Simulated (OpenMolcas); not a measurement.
# N2 (nitrogen), step by step

Wanted: the energy (UHF/STO-3G), then a single-point energy (CASSCF(6,6)/STO-3G), then a single-point energy (CASPT2(6,6)/STO-3G), then a single-point energy (SC-NEVPT2(6,6)/STO-3G) of N2 (nitrogen). 

Program for the calculation: OpenMolcas 26.06.

3 further runs of the same task are left out: 1 for a known fault of the program, 2 that didn't finish.

### 1 The molecule

The species is N2 (2 atoms), meant as a singlet with charge 0. As SMILES, `N#N`. The N1–N2 distance was set to 1.907 Å, away from the relaxed value.

Bond lengths: N1–N2 1.907 Å.

### 2 The energy at UHF/STO-3G (run 1)

Input file step1.input:

```
* N2 Hartree-Fock
&GATEWAY
BASLIB=$CurrDir
COORD
2
angstrom
N        1.163727      -0.375742       0.599488
N       -0.465500       0.150300      -0.239800
BASIS=STO-3G
GROUP=NoSym
&SEWARD
&SCF
UHF
SCRAMBLE=0.25
PRORBITALS=1 1
```

The basis set STO-3G is read from a file made from the Basis Set Exchange's data (not shown).

Run with:

```console
$ export MOLCAS_MEM=1860
$ pymolcas step1.input > step1.log
```

The program printed:

```text
--- Start Module: gateway ---
[...]
--- Stop Module: gateway /rc=_RC_ALL_IS_WELL_ ---
--- Start Module: seward ---
[...]
      Basis functions           10
--- Stop Module: seward /rc=_RC_ALL_IS_WELL_ ---
--- Start Module: scf ---
[...]
       Convergence after  19 Iterations
[...]
::    Total SCF energy                               -107.4309776295
[...]
      Total spin, S                                     1.2168533058
[...]
      Total electronic charge=   14.000000
      Total            charge=   -0.000000
[...]
      Dipole Moment (debye):
      Origin of the operator (angstrom)=    0.3491   -0.1127    0.1798
                   X= -1.2663E-07               Y=  3.5040E-08               Z= -5.6280E-08           Total=  1.4293E-07
      Quadrupole Moment (debye*angstrom):
[...]
--- Stop Module: scf /rc=_RC_ALL_IS_WELL_ ---
[...]
```

It took 1.9 s on 1 thread of Arm Neoverse V1, shared host; peak memory 0.37 GiB.

### 3 The energy at CASSCF(6,6)/STO-3G (run 2)

Input file step2.input:

```
>>> EXPORT MOLCAS_PRINT=2

&GATEWAY
  BasLib = $CurrDir
  Coord
  2
  angstrom
  N        1.163727      -0.375742       0.599488
  N       -0.465500       0.150300      -0.239800
  Basis = STO-3G
  Group = NoSym

&SEWARD

&RASSCF
  FileOrb = $CurrDir/step1.UnaOrb
  Spin = 1
  Nactel = 6 0 0
  Inactive = 4
  Ras2 = 6
  OrbListing = Nothing
  OrbAppear = Compact
```

The basis set STO-3G is read from a file made from the Basis Set Exchange's data (not shown).

Run with:

```console
$ export MOLCAS_MEM=1860
$ pymolcas step2.input > step2.log
```

The program printed:

```text
--- Start Module: gateway ---
[...]
--- Stop Module: gateway /rc=_RC_ALL_IS_WELL_ ---
--- Start Module: seward ---
[...]
      Basis functions           10
--- Stop Module: seward /rc=_RC_ALL_IS_WELL_ ---
--- Start Module: rasscf ---
[...]
      Number of active orbitals                  6
[...]
      Spin quantum number                      0.0
[...]
      Active orbitals                            6
[...]
      Number of CSFs                           175
[...]
      Number of root(s) required                 1
[...]
      Convergence after  8 iterations
[...]
      printout of CI-coefficients larger than  0.05 for root  1
      energy=    -107.461117
      conf/sym  111111     Coeff  Weight
             1  222000  -0.55121 0.30384
            11  220200   0.35702 0.12747
            18  2udud0  -0.34797 0.12108
            26  u2du0d  -0.19239 0.03702
            31  202020   0.35702 0.12747
            39  ud20ud   0.19239 0.03702
[...]
      Natural orbitals and occupation numbers for root  1
      sym 1:   1.676026   1.266211   1.266211   0.733790   0.733790   0.323971
      ************************************************************************************************************************
      *                                                    Final results                                                     *
[...]
::    RASSCF root number  1 Total energy:   -107.46111700
[...]
      Total electronic charge=   14.000000
      Total            charge=   -0.000000
[...]
      Dipole Moment (debye):
      Origin of the operator (angstrom)=    0.3491   -0.1127    0.1798
                   X= -8.3606E-08               Y=  2.1114E-08               Z= -3.2546E-08           Total=  9.2168E-08
      Quadrupole Moment (debye*angstrom):
[...]
--- Stop Module: rasscf /rc=_RC_ALL_IS_WELL_ ---
[...]
```

Run time: 1.9 s. Hardware: 1 thread of Arm Neoverse V1, shared host; peak memory 0.37 GiB.

### 4 The energy at CASPT2(6,6)/STO-3G (run 3)

Input file step3.inp:

```
* N2 CASPT2

&GATEWAY
  BasLib=$CurrDir
  Coord
  2
  angstrom
  N        1.163727      -0.375742       0.599488
  N       -0.465500       0.150300      -0.239800
  Basis=STO-3G
  Group=NoSym

&SEWARD

&RASSCF
  FileOrb=$CurrDir/step2.RasOrb
  Spin=1
  Nactel=6 0 0
  Inactive=4
  Ras2=6
  OrbListing=Nothing
  OrbAppear=Compact

&CASPT2
  Imaginary=0.1
  Frozen=2
```

The basis set STO-3G is read from a file made from the Basis Set Exchange's data (not shown).

Run with:

```console
$ export MOLCAS_MEM=1860
$ pymolcas step3.inp > step3.log
```

The program printed:

```text
--- Start Module: gateway ---
[...]
--- Stop Module: gateway /rc=_RC_ALL_IS_WELL_ ---
[...]
      Basis functions           10
[...]
--- Start Module: rasscf ---
[...]
      Number of active orbitals                  6
[...]
      Spin quantum number                      0.0
[...]
      Active orbitals                            6
[...]
      Number of CSFs                           175
[...]
      Number of root(s) required                 1
[...]
      Convergence after  4 iterations
[...]
      printout of CI-coefficients larger than  0.05 for root  1
      energy=    -107.461117
      conf/sym  111111     Coeff  Weight
             1  222000  -0.55121 0.30384
            11  220200   0.35707 0.12750
            18  2udud0  -0.34806 0.12115
            26  u2du0d  -0.19241 0.03702
            31  202020   0.35707 0.12750
            39  ud20ud   0.19241 0.03702
[...]
      Natural orbitals and occupation numbers for root  1
      sym 1:   1.676026   1.266211   1.266211   0.733790   0.733790   0.323971
      ************************************************************************************************************************
      *                                                    Final results                                                     *
[...]
::    RASSCF root number  1 Total energy:   -107.46111700
[...]
      Total electronic charge=   14.000000
      Total            charge=   -0.000000
[...]
      Dipole Moment (debye):
      Origin of the operator (angstrom)=    0.3491   -0.1127    0.1798
                   X= -8.3606E-08               Y=  2.1114E-08               Z= -3.2546E-08           Total=  9.2168E-08
      Quadrupole Moment (debye*angstrom):
[...]
--- Stop Module: rasscf /rc=_RC_ALL_IS_WELL_ ---
--- Start Module: caspt2 ---
[...]
 ###    WARNING: User changed nr of frozen orbitals.                         ###
 ###############################################################################
[...]
      E2 (Variational):          -0.0031452651
      Total energy:            -107.4642622664
[...]
      Reference weight:           0.99815
[...]
::    CASPT2 Root  1     Total energy:   -107.46426227
[...]
--- Stop Module: caspt2 /rc=_RC_ALL_IS_WELL_ ---
[...]
```

Run time: 1.8 s. Hardware: 1 thread of Arm Neoverse V1, shared host; peak memory 0.37 GiB.

### 5 A single-point energy at SC-NEVPT2(6,6)/STO-3G (run 4)

Input file step4.inp:

```
>>> EXPORT MOLCAS_PRINT=2
&GATEWAY
BASLIB=$CurrDir
COORD
2
angstrom
N        1.163727      -0.375742       0.599488
N       -0.465500       0.150300      -0.239800
BASIS=STO-3G
GROUP=NoSym
&SEWARD
&RASSCF
FILEORB=$CurrDir/step2.RasOrb
SPIN=1
NACTEL=6 0 0
INACTIVE=4
RAS2=6
ORBLISTING=Nothing
ORBAPPEAR=Compact
&CASPT2
SC-NEVPT2
FROZEN=2
```

The basis set STO-3G is read from a file made from the Basis Set Exchange's data (not shown).

Run with:

```console
$ export MOLCAS_MEM=1860
$ pymolcas step4.inp > step4.log
```

The program printed:

```text
--- Start Module: gateway ---
[...]
--- Stop Module: gateway /rc=_RC_ALL_IS_WELL_ ---
[...]
      Basis functions           10
[...]
--- Start Module: rasscf ---
[...]
      Number of active orbitals                  6
[...]
      Spin quantum number                      0.0
[...]
      Active orbitals                            6
[...]
      Number of CSFs                           175
[...]
      Number of root(s) required                 1
[...]
      Convergence after  4 iterations
[...]
      printout of CI-coefficients larger than  0.05 for root  1
      energy=    -107.461117
      conf/sym  111111     Coeff  Weight
             1  222000  -0.55121 0.30384
            11  220200   0.35707 0.12750
            18  2udud0  -0.34806 0.12115
            26  u2du0d  -0.19241 0.03702
            31  202020   0.35707 0.12750
            39  ud20ud   0.19241 0.03702
[...]
      Natural orbitals and occupation numbers for root  1
      sym 1:   1.676026   1.266211   1.266211   0.733790   0.733790   0.323971
      ************************************************************************************************************************
      *                                                    Final results                                                     *
[...]
::    RASSCF root number  1 Total energy:   -107.46111700
[...]
      Total electronic charge=   14.000000
      Total            charge=   -0.000000
[...]
      Dipole Moment (debye):
      Origin of the operator (angstrom)=    0.3491   -0.1127    0.1798
                   X= -8.3606E-08               Y=  2.1114E-08               Z= -3.2546E-08           Total=  9.2168E-08
      Quadrupole Moment (debye*angstrom):
[...]
--- Stop Module: rasscf /rc=_RC_ALL_IS_WELL_ ---
--- Start Module: caspt2 ---
[...]
 ###    WARNING: User changed nr of frozen orbitals.                         ###
 ###############################################################################
[...]
      E2 (Variational):          -0.0022689581
[...]
      E2 (Variational):          -0.0022549654
      Total energy:            -107.4633719668
[...]
      Reference weight:           0.99903
[...]
::    SC-NEVPT2 Root  1     Total energy:   -107.46337197
[...]
--- Stop Module: caspt2 /rc=_RC_ALL_IS_WELL_ ---
[...]
```

It took 1.9 s on 1 thread of Arm Neoverse V1, shared host; peak memory 0.37 GiB.

### 6 What came out

| quantity | value |
| --- | --- |
| run 1, UHF/STO-3G: total energy | -107.43098 Eh |
| run 1, UHF/STO-3G: dipole moment | 0.00 D |
| run 1, UHF/STO-3G: HOMO energy | -11.77 eV |
| run 1, UHF/STO-3G: LUMO energy | 9.65 eV |
| run 1, UHF/STO-3G: HOMO–LUMO gap | 21.42 eV |
| run 1, UHF/STO-3G: ⟨S²⟩ | 2.698 |
| run 2, CASSCF(6,6)/STO-3G: total energy | -107.46112 Eh |
| run 2, CASSCF(6,6)/STO-3G: dipole moment (CASSCF density) | 0.00 D |
| run 3, CASPT2(6,6)/STO-3G: total energy | -107.46426 Eh |
| run 3, CASPT2(6,6)/STO-3G: dipole moment (CASSCF density) | 0.00 D |
| run 4, SC-NEVPT2(6,6)/STO-3G: total energy | -107.46337 Eh |
| run 4, SC-NEVPT2(6,6)/STO-3G: dipole moment (CASSCF density) | 0.00 D |

In words: ⟨S²⟩ (run 1, UHF/STO-3G) is 2.70 where a pure singlet has 0.00: the reference is spin-contaminated.
